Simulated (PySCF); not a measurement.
# SiC+: from the state search to spectroscopic constants

The task here is to estimate one member of a computed series from the others.

Program: PySCF 2.14.0. Level of theory: Si def2-SVP, C def2-SVP, no relativity. These are calculated values, not measurements.

Set-up of the first run:

A driver script around PySCF takes these settings:

```
atoms                         : Si, C
charge                        : 1
basis                         : Si def2-SVP, C def2-SVP
Hamiltonian                   : no relativity
basis functions               : 32
electrons treated             : 19
masses in u                   : 27.9769, 12.0000
levels                        : PBE0, PBE, r²SCAN, r²SCANh, BHandHLYP, revPBE, LC-ωPBE, HF, MP2, SCS-MP2, CCSD, CCSD(T)
grid                          : 80 radial by 434 angular points
occupations                   : held fixed by the projection of orbital angular momentum
dissociation limit            : Si+ + C, each in its ground configuration
starting distance in angstrom : 1.925
values of 2S to try           : 1, 3
```

Among the steps run: The job; The PBE0 curve of the state that the search chose; Higher solutions at PBE0; PBE (GGA); r²SCAN (meta-GGA); r²SCANh; BHandHLYP (global hybrid GGA); revPBE (GGA); LC-ωPBE; UHF (mean field); Adding correlation.

One table of the session follows, with a row left open; its other results are not shown here.

It belongs to the step «The curves together». Energy (eV) from each level's lowest point:

| R (Å) | UHF | UHF-MP2 | UHF-SCS-MP2 | UHF-CCSD | UHF-CCSD(T) |
| --- | --- | --- | --- | --- | --- |
| 1.571 | 0.951 | 1.044 | 1.024 | n/a | n/a |
| 1.644 | 0.375 | 0.444 | 0.430 | 0.470 | 0.496 |
| 1.717 | 0.082 | 0.121 | 0.114 | 0.139 | 0.155 |
| 1.772 | 0.000 | 0.016 | 0.013 | 0.025 | 0.034 |
| 1.827 | 0.008 | 0.000 | 0.000 | 0.000 | 0.000 |
| 1.882 | 0.086 | 0.053 | 0.056 | 0.043 | 0.033 |
| 1.955 | 0.269 | 0.204 | 0.211 | 0.179 | 0.154 |
| 2.046 | ? | ? | ? | ? | ? |
| 2.156 | 1.033 | 0.906 | 0.912 | 0.811 | 0.734 |
| 2.302 | 1.633 | 1.566 | 1.545 | n/a | n/a |

Q: Estimate the row for R (Å) = 2.046 from the others.

Worked estimate for «UHF». A straight line through the neighbours (1.955, 0.269) and (2.156, 1.033) gives 0.269 + (1.033 − 0.269) × (2.046 − 1.955) / (2.156 − 1.955) = 0.615; a parabola fitted to 4 rows on both sides gives 0.602.

**Answer.** UHF: 0.585; UHF-MP2: 0.484; UHF-SCS-MP2: 0.493; UHF-CCSD: 0.434; UHF-CCSD(T): 0.388. In «UHF» the line misses by +0.030 and the parabola by +0.017.

State 4 has its PBE0 minimum 1.61 eV higher. The other levels ran on the lowest alone.
